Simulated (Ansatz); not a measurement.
System: 1T (CdI2-type) SnSe2. Method: PBEsol in Ansatz (PAW).

Run with plane-wave cutoff 500 eV, 12×12×6 k mesh (along the axes of the cell as run), gaussian smearing 0.02 eV, scalar-relativistic PAW data made under PBE.

Cell (relaxed at this level):

```cif
data_Se2Sn
_chemical_formula_sum 'Sn1 Se2'
_space_group_name_H-M_alt 'P 1'
_space_group_IT_number 1
_cell_length_a 3.81748
_cell_length_b 3.81748
_cell_length_c 6.15885
_cell_angle_alpha 90.000
_cell_angle_beta 90.000
_cell_angle_gamma 120.000
loop_
_space_group_symop_operation_xyz
  'x, y, z'
loop_
_atom_site_label
_atom_site_type_symbol
_atom_site_fract_x
_atom_site_fract_y
_atom_site_fract_z
_atom_site_occupancy
Sn1 Sn 0.00000 0.00000 0.00000 1
Se1 Se 0.66667 0.33333 0.74240 1
Se2 Se 0.33333 0.66667 0.25760 1
```

Q: Estimate the band gap that the calculation returns.

A: 
- band gap: 0.50 eV (on the SCF k mesh)

Measured, for comparison: band gap 0.98 eV (temperature not stated, not corrected to a static lattice, indirect, our sources range from 0.98 to 1.06; as tabulated in Gonzalez and Oleynik (2016), arXiv:1609.04381).

Note: the cell comes from a level without a dispersion term, which matters for the spacing of layers, chains or molecules.

Spin–orbit coupling is not included.

Computed values are for the static lattice.

The result took very roughly 2.4 core-minutes.

Ansatz is an electronic-structure program.
